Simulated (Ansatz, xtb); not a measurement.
## A geometry optimisation of CHAlN with r2SCAN-D4/def2-SVP

The starting geometry of this gas-phase doublet was built from a drawn formula by distance geometry and a force field; its bonds are those of `[N]=[CH][Al]`.

```xyz
4

C    -0.1030    0.8075    1.5534
Al   -1.9883    1.4815    1.6213
N     0.5661    0.9959    0.5341
H     0.2894    0.1756    2.4003
```

Where would you expect an optimisation with r2SCAN-D4/def2-SVP to take it?

A new bond forms, giving a structure given below by its coordinates. Contacts that close: Al2–N3 (2.82 → 2.02 Å).

The energy falls by 0.68 eV over 9 steps:

```csv
step,E − E(last) (eV)
1,0.678
2,0.601
3,0.520
4,0.380
5,0.183
6,0.022
7,0.002
8,0.000
9,0.000
```

Final geometry (Å):

```xyz
4

C    -0.0372    0.6264    1.7820
Al   -1.8622    1.6442    1.2203
N     0.0272    1.1616    0.6806
H     0.6364    0.0284    2.4262
```

From the same start GFN2-xTB reaches the same bonding as this run.

No frequencies were run, so the end isn't proven a minimum. Open shells are spin-unrestricted. Run with Ansatz 0.2.0, 45 s on 1 thread of Arm Neoverse V2 (shared host).
